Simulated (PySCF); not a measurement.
# C3H3FS (SMILES FCC1=CS1) at CASSCF(2,4)/6-31G(d) (spherical functions)

What is the vertical singlet–triplet gap of C3H3FS at CASSCF(2,4)/6-31G* (spherical functions)? 

The results are computed with PySCF 2.14.0.

2 further runs of the same task are left out: 2 set aside as unsound or not needed.

## 1. The structure to begin with

C3H3FS has 8 atoms, charge 0, and is taken as a singlet. As SMILES, `FCC1=CS1`. The coordinates come from a PBE0-D4/def2-TZVP relaxation. This is one conformer, not always the lowest.

Bond lengths: F1–C2 1.376 Å, C2–C3 1.463 Å, C3–C4 1.276 Å, C3–S5 1.843 Å, C4–S5 1.821 Å, C2–H6 1.094 Å, C2–H7 1.096 Å, C4–H8 1.076 Å. Some angles: F1–C2–C3 111.1°, C2–C3–C4 152.7°, C2–C3–S5 138.1°, C4–C3–S5 68.7°, C3–C4–S5 70.5°, C3–S5–C4 40.7°, F1–C2–H6 108.7°, F1–C2–H7 108.0°, C3–C2–H6 109.8°, C3–C2–H7 109.6°.

## 2. The energy at CASSCF(2,4)/6-31G(d) (spherical functions)

job.py reads:

```python
import numpy
from pyscf import gto, scf, mp, mcscf

mol = gto.M(
    atom='''
F     -0.368497     3.132977     2.358567
C      1.023476     1.680155     0.710159
C     -0.470542    -0.431424    -0.263239
C     -0.781591    -2.753709    -0.829401
S     -3.414357    -0.910659    -2.060935
H      2.688324     0.962438     1.704722
H      1.621385     2.889202    -0.860770
H     -0.124344    -4.676694    -0.864739
''',
    verbose=4,
    unit='bohr',
    basis='6-31g*',
    spin=0,
    max_memory=1860,
    charge=0,
)

myscf = scf.RHF(mol)
myscf.conv_tol = 1e-10
myscf.kernel()
if not myscf.converged:
    myscf = myscf.newton().run(myscf.mo_coeff, myscf.mo_occ)

pt = mp.MP2(scf.addons.convert_to_uhf(myscf)).run()
noons, natorbs = mcscf.addons.make_natural_orbitals(pt)
print('natural occupations', numpy.round(noons[:40], 4))
cas = mcscf.CASSCF(myscf, 4, 2)
cas.fix_spin_(ss=0.0)
cas.natorb = True
cas.kernel(natorbs)
e_final = cas.e_tot
print('E = %.10f Eh' % e_final)
```

Run with:

```sh
$ OMP_NUM_THREADS=1 python job.py
```

Output:

```text
PySCF version 2.14.0

[INPUT] num. atoms = 8
[INPUT] num. electrons = 46
[INPUT] charge = 0
[INPUT] spin (= nelec alpha-beta = 2S) = 0
[INPUT] symmetry False subgroup None
[INPUT] Mole.unit = bohr
[INPUT] Symbol           X                Y                Z      unit          X                Y                Z       unit  Magmom
[INPUT]  1 F     -0.195000214692   1.657900030737   1.248099906828 AA   -0.368497000000   3.132977000000   2.358567000000 Bohr   0.0
[INPUT]  2 C      0.541600175124   0.889099736813   0.375799958930 AA    1.023476000000   1.680155000000   0.710159000000 Bohr   0.0
[INPUT]  3 C     -0.249000103181  -0.228299749044  -0.139300079825 AA   -0.470542000000  -0.431424000000  -0.263239000000 Bohr   0.0
[INPUT]  4 C     -0.413600145460  -1.457200048305  -0.438900107914 AA   -0.781591000000  -2.753709000000  -0.829401000000 Bohr   0.0
[INPUT]  5 S     -1.806799914345  -0.481899989719  -1.090599835187 AA   -3.414357000000  -0.910659000000  -2.060935000000 Bohr   0.0
[INPUT]  6 H      1.422599796369   0.509300256523   0.902100033354 AA    2.688324000000   0.962438000000   1.704722000000 Bohr   0.0
[INPUT]  7 H      0.857999992128   1.528899856144  -0.455499867844 AA    1.621385000000   2.889202000000  -0.860770000000 Bohr   0.0
[INPUT]  8 H     -0.065800011115  -2.474799887246  -0.457600172194 AA   -0.124344000000  -4.676694000000  -0.864739000000 Bohr   0.0

nuclear repulsion = 199.70438787335
number of shells = 38
number of NR pGTOs = 171
number of NR cGTOs = 80
basis = 6-31g*
ecp = {}

******** <class 'pyscf.scf.hf.RHF'> ********
method = RHF
initial guess = minao
damping factor = 0
level_shift factor = 0
DIIS = <class 'pyscf.scf.diis.CDIIS'>
diis_start_cycle = 1
diis_space = 8
diis_damp = 0
SCF conv_tol = 1e-10
SCF conv_tol_grad = None
SCF max_cycles = 50
direct_scf = True
direct_scf_tol = 1e-13
Set gradient conv threshold to 1e-05
[... 32 lines left out ...]
converged SCF energy = -612.179859206188
[... 34 lines left out ...]
sorting_mo_energy = False
[... 9 lines left out ...]
nroots = 1
pspace_size = 400
spin = None
CASCI E = -612.204627391790  S^2 = 0.0000000
Set conv_tol_grad to 0.000316228
macro iter   1 ( 21 JK    4 micro), CASSCF E = -612.209366210463  dE = -4.73881867e-03  S^2 = 0.0000000
               |grad[o]|=0.0423  |grad[c]|=0.00967  |ddm|=0.0237  |maxRot[o]|=0.238
macro iter   2 ( 21 JK    4 micro), CASSCF E = -612.210394040228  dE = -1.02782977e-03  S^2 = 0.0000000
               |grad[o]|=0.0102  |grad[c]|=0.00175  |ddm|=0.00148  |maxRot[o]|=0.247
macro iter   3 ( 21 JK    4 micro), CASSCF E = -612.211011044531  dE = -6.17004302e-04  S^2 = 0.0000000
               |grad[o]|=0.00585  |grad[c]|=0.00375  |ddm|=0.00139  |maxRot[o]|=0.212
macro iter   4 ( 21 JK    4 micro), CASSCF E = -612.211589487614  dE = -5.78443084e-04  S^2 = 0.0000000
               |grad[o]|=0.00274  |grad[c]|=0.00185  |ddm|=0.00221  |maxRot[o]|=0.224
macro iter   5 ( 21 JK    4 micro), CASSCF E = -612.212347937906  dE = -7.58450291e-04  S^2 = 0.0000000
               |grad[o]|=0.00229  |grad[c]|=0.00178  |ddm|=0.00213  |maxRot[o]|=0.283
macro iter   6 ( 20 JK    4 micro), CASSCF E = -612.212505712785  dE = -1.57774880e-04  S^2 = 0.0000000
               |grad[o]|=0.00256  |grad[c]|=0.000405  |ddm|=0.00305  |maxRot[o]|=0.142
macro iter   7 ( 14 JK    2 micro), CASSCF E = -612.212506364872  dE = -6.52087238e-07  S^2 = 0.0000000
               |grad[o]|=0.000422  |grad[c]|=9.46e-05  |ddm|=0.000229  |maxRot[o]|=0.00403
macro iter   8 (  6 JK    1 micro), CASSCF E = -612.212506375601  dE = -1.07288542e-08  S^2 = 0.0000000
               |grad[o]|=6.26e-05  |grad[c]|=3.4e-05  |ddm|=3.92e-05  |maxRot[o]|=0.000492
1-step CASSCF converged in   8 macro (145 JK  27 micro) steps
CASSCF canonicalization
Natural occ [1.91603883e+00 7.99920847e-02 2.08169373e-03 1.88739254e-03]
Natural orbital (expansion on meta-Lowdin AOs) in CAS space
               #1        #2        #3        #4
0 F 1s           0.00005   0.00004   0.00007   0.00004
0 F 2s           0.02870   0.02900   0.04948   0.02697
0 F 3s           0.00631   0.00662   0.02013   0.01805
[... 76 lines of this table left out ...]
7 H 2s           0.00048   0.00034  -0.02567   0.05545
<CAS-nat-orb|mo-hf>  23     20      -0.70143154
<CAS-nat-orb|mo-hf>  23     23       0.63415276
<CAS-nat-orb|mo-hf>  24     24      -0.80990171
<CAS-nat-orb|mo-hf>  24     25      -0.42844468
<CAS-nat-orb|mo-hf>  25     38      -0.57504361
<CAS-nat-orb|mo-hf>  25     39      -0.43338174
CASSCF energy = -612.212506375601
CASCI E = -612.212506375601  E(CI) = -1.35677400886277  S^2 = 0.0000000
E = -612.2125063756 Eh
```

It took 15 s on 1 thread of Arm Neoverse V1, shared host; peak memory 0.25 GiB.

## 3. The triplet, same level

input.xyz reads:

```xyz
8

F     -0.195000     1.657900     1.248100
C      0.541600     0.889100     0.375800
C     -0.249000    -0.228300    -0.139300
C     -0.413600    -1.457200    -0.438900
S     -1.806800    -0.481900    -1.090600
H      1.422600     0.509300     0.902100
H      0.858000     1.528900    -0.455500
H     -0.065800    -2.474800    -0.457600
```

input.py reads:

```python
import numpy
from pyscf import gto, scf, mp, mcscf

molecule = gto.M(
    atom='input.xyz',
    spin=2,
    verbose=4,
    max_memory=1860,
    charge=0,
    basis='6-31g*',
)

calc0 = molecule.ROHF()
calc0.conv_tol = 1e-10
calc0.kernel()
if not calc0.converged:
    calc0 = calc0.newton().run(calc0.mo_coeff, calc0.mo_occ)

pt = mp.MP2(scf.addons.convert_to_uhf(calc0)).run()
noons, natorbs = mcscf.addons.make_natural_orbitals(pt)
print('natural occupations', numpy.round(noons[:40], 4))
cas = mcscf.CASSCF(calc0, 4, 2)
cas.fix_spin_(ss=2.0)
cas.natorb = True
cas.kernel(natorbs)
etot = cas.e_tot
print('E(%s) = %.9f' % ('CASSCF', etot))
```

Run with:

```sh
$ OMP_NUM_THREADS=1 python input.py
```

Output:

```text
PySCF version 2.14.0

[INPUT] num. atoms = 8
[INPUT] num. electrons = 46
[INPUT] charge = 0
[INPUT] spin (= nelec alpha-beta = 2S) = 2
[INPUT] symmetry False subgroup None
[INPUT] Mole.unit = angstrom
[INPUT] Symbol           X                Y                Z      unit          X                Y                Z       unit  Magmom
[INPUT]  1 F     -0.195000000000   1.657900000000   1.248100000000 AA   -0.368496594290   3.132976941916   2.358567176070 Bohr   0.0
[INPUT]  2 C      0.541600000000   0.889100000000   0.375800000000 AA    1.023475669064   1.680155497351   0.710159077612 Bohr   0.0
[INPUT]  3 C     -0.249000000000  -0.228300000000  -0.139300000000 AA   -0.470541805017  -0.431424474238  -0.263238849152 Bohr   0.0
[INPUT]  4 C     -0.413600000000  -1.457200000000  -0.438900000000 AA   -0.781590725120  -2.753708908716  -0.829400796072 Bohr   0.0
[INPUT]  5 S     -1.806800000000  -0.481900000000  -1.090600000000 AA   -3.414357161864  -0.910659019428  -2.060935311451 Bohr   0.0
[INPUT]  6 H      1.422600000000   0.509300000000   0.902100000000 AA    2.688324384806   0.962437515241   1.704721936970 Bohr   0.0
[INPUT]  7 H      0.858000000000   1.528900000000  -0.455500000000 AA    1.621385014877   2.889202271848  -0.860770249739 Bohr   0.0
[INPUT]  8 H     -0.065800000000  -2.474800000000  -0.457600000000 AA   -0.124343978996  -4.676694213074  -0.864738674601 Bohr   0.0

nuclear repulsion = 199.704380671268
number of shells = 38
number of NR pGTOs = 171
number of NR cGTOs = 80
basis = 6-31g*
ecp = {}

******** <class 'pyscf.scf.rohf.ROHF'> ********
method = ROHF
initial guess = minao
damping factor = 0
level_shift factor = 0
DIIS = <class 'pyscf.scf.diis.CDIIS'>
diis_start_cycle = 1
diis_space = 8
diis_damp = 0
SCF conv_tol = 1e-10
SCF conv_tol_grad = None
SCF max_cycles = 50
direct_scf = True
direct_scf_tol = 1e-13
num. doubly occ = 22  num. singly occ = 2
[... 42 lines left out ...]
converged SCF energy = -612.079226183787
[... 34 lines left out ...]
sorting_mo_energy = False
[... 3 lines left out ...]
max. cycles = 50
conv_tol = 1e-08
davidson only = True
linear dependence = 1e-12
level shift = 0.001
max iter space = 12
nroots = 1
pspace_size = 400
spin = None
CASCI E = -612.079227246275  S^2 = 2.0000000
Set conv_tol_grad to 0.000316228
macro iter   1 ( 21 JK    4 micro), CASSCF E = -612.079515380534  dE = -2.88134259e-04  S^2 = 2.0000000
               |grad[o]|=0.00741  |grad[c]|=0.00121  |ddm|=0.00439  |maxRot[o]|=0.309
macro iter   2 ( 21 JK    4 micro), CASSCF E = -612.079738034371  dE = -2.22653837e-04  S^2 = 2.0000000
               |grad[o]|=0.00465  |grad[c]|=0.000331  |ddm|=0.000813  |maxRot[o]|=0.311
macro iter   3 ( 21 JK    4 micro), CASSCF E = -612.079834814108  dE = -9.67797378e-05  S^2 = 2.0000000
               |grad[o]|=0.00261  |grad[c]|=0.000731  |ddm|=0.00021  |maxRot[o]|=0.311
macro iter   4 (  9 JK    2 micro), CASSCF E = -612.079836615525  dE = -1.80141603e-06  S^2 = 2.0000000
               |grad[o]|=0.000439  |grad[c]|=8.3e-05  |ddm|=0.000134  |maxRot[o]|=0.0348
macro iter   5 (  3 JK    1 micro), CASSCF E = -612.079836620222  dE = -4.69731276e-09  S^2 = 2.0000000
               |grad[o]|=4.32e-05  |grad[c]|=3.4e-05  |ddm|=4.62e-05  |maxRot[o]|=0.000759
1-step CASSCF converged in   5 macro ( 75 JK  15 micro) steps
CASSCF canonicalization
Natural occ [9.99660825e-01 9.99660825e-01 3.39174621e-04 3.39174621e-04]
Natural orbital (expansion on meta-Lowdin AOs) in CAS space
               #1        #2        #3        #4
0 F 1s           0.00008  -0.00002   0.00008  -0.00007
0 F 2s           0.05636  -0.02294   0.07070  -0.06551
0 F 3s           0.01364  -0.00576   0.02277  -0.00593
[... 76 lines of this table left out ...]
7 H 2s          -0.00599  -0.00107  -0.00485   0.00698
<CAS-nat-orb|mo-hf>  23     24       0.99988070
<CAS-nat-orb|mo-hf>  24     23      -0.99987125
<CAS-nat-orb|mo-hf>  25     38      -0.40024999
<CAS-nat-orb|mo-hf>  26     39      -0.43081301
<CAS-nat-orb|mo-hf>  26     40      -0.56319898
<CAS-nat-orb|mo-hf>  26     41       0.44761068
CASSCF energy = -612.079836620222
CASCI E = -612.079836620222  E(CI) = -0.911877108130284  S^2 = 2.0000000
E(CASSCF) = -612.079836620
```

Wall time 10 s (1 thread of Arm Neoverse V1, shared host); peak memory 0.27 GiB.

## 4. Summary of results

Level: CASSCF(2,4)/6-31G* (spherical functions).

| quantity | value |
| --- | --- |
| singlet: total energy | -612.21251 Eh |
| singlet: dipole moment (Hartree–Fock density) | 3.61 D |
| singlet: HOMO energy (Hartree–Fock orbitals) | -8.20 eV |
| singlet: LUMO energy (Hartree–Fock orbitals) | 3.50 eV |
| singlet: HOMO–LUMO gap (Hartree–Fock orbitals) | 11.70 eV |
| triplet: total energy | -612.07984 Eh |
| triplet: dipole moment (Hartree–Fock density) | 2.49 D |
| vertical energy of the triplet above the singlet | 3.610 eV |

At this shape the triplet lies 3.61 eV (348 kJ/mol) above the singlet.
